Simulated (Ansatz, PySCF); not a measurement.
System: C$_{3}$H$_{7}$O (charge 0, doublet). It need not be the lowest isomer of its formula. 
Coordinates optimised at B3LYP-D3(BJ)/def2-TZVP (Ansatz, a first-principles code):
```
C
H 1 1.1047
H 1 1.1081 2 105.45
O 1 1.4131 2 110.22 3 118.14
C 4 1.4094 1 112.77 2 -59.07
H 5 1.0887 4 107.35 1 -179.82
H 5 1.0980 6 109.01 4 120.90
H 5 1.0981 6 109.05 7 118.19
C 1 1.4753 2 110.77 3 -119.93
H 9 1.0796 1 119.91 2 -136.11
H 9 1.0802 10 119.77 1 174.62
```
Charge 0, spin multiplicity 2.

Dipole moments at this geometry, in debye (magnitudes).

| level | program | dipole (D) |
|---|---|---|
| PBE/def2-TZVPD | Ansatz | 1.28 |
| BLYP/def2-TZVPD | Ansatz | 1.30 |
| B3LYP/def2-TZVPD | Ansatz | 1.35 |
| r2SCANh/def2-TZVPD | Ansatz | 1.30 |
| M06-2X/def2-TZVPD | PySCF | 1.40 |
| HSE06/def2-TZVPD | Ansatz | 1.34 |
| CAM-B3LYP/def2-TZVPD | Ansatz | 1.42 |
| LC-wPBE/def2-TZVPD | Ansatz | 1.44 |
| wB97X-V/def2-TZVPD | Ansatz | 1.41 |
